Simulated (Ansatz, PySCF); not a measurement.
Molecule: formamide, CH3NO, charge 0, multiplicity 1. SMILES: O=CN
Geometry from a B3LYP-D3(BJ)/def2-TZVP (Ansatz, a first-principles code) optimisation:
```
C
O 1 1.2093
N 1 1.3564 2 124.95
H 3 1.0045 1 121.30 2 180.00
H 3 1.0072 4 119.31 1 180.00
H 1 1.1056 2 122.73 3 180.00
```
Charge 0, spin multiplicity 1.

Property: vertical ionisation energy (to the doublet state of charge +1; each state is the SCF solution reached for its spin), in eV. Cores are frozen in the correlated levels unless marked. UHF or UKS for open shells. Spin-orbit coupling is left out. Non-relativistic. CBS marks a two-point X^-3 extrapolation of the correlation energy; Hartree-Fock from the larger set.

| level | program | vertical ionisation energy (eV) |
|---|---|---|
| HF/aug-cc-pVDZ | Ansatz | 8.82 |
| HF/aug-cc-pVQZ | Ansatz | 8.79 |
| SVWN5/def2-TZVPD | Ansatz | 10.51 |
| r2SCAN/def2-TZVPD | Ansatz | 10.14 |
| B3LYP/def2-TZVPD | Ansatz | 10.33 |
| BHLYP/def2-TZVPD | Ansatz | 10.08 |
| wB97M-V/def2-TZVPD | Ansatz | 10.30 |
| B2PLYP/def2-TZVPD | Ansatz | 10.36 |
| MP2/aug-cc-pVDZ | Ansatz | 10.60 |
| RI-MP2/aug-cc-pVTZ | Ansatz | 10.76 |
| RI-MP2/CBS(aug-cc-pVTZ,aug-cc-pVQZ) | Ansatz | 10.88 |
| SCS-MP2/aug-cc-pVDZ | Ansatz | 10.47 |
| CCSD/aug-cc-pVDZ | Ansatz | 10.17 |
| CCSD(T)/aug-cc-pVDZ | Ansatz | 10.24 |

For comparison, minus the highest occupied orbital energy (PySCF): 6.20 eV at M06-L/def2-TZVPD, 6.12 eV at TPSS/def2-TZVPD, 8.58 eV at MN15/def2-TZVPD.
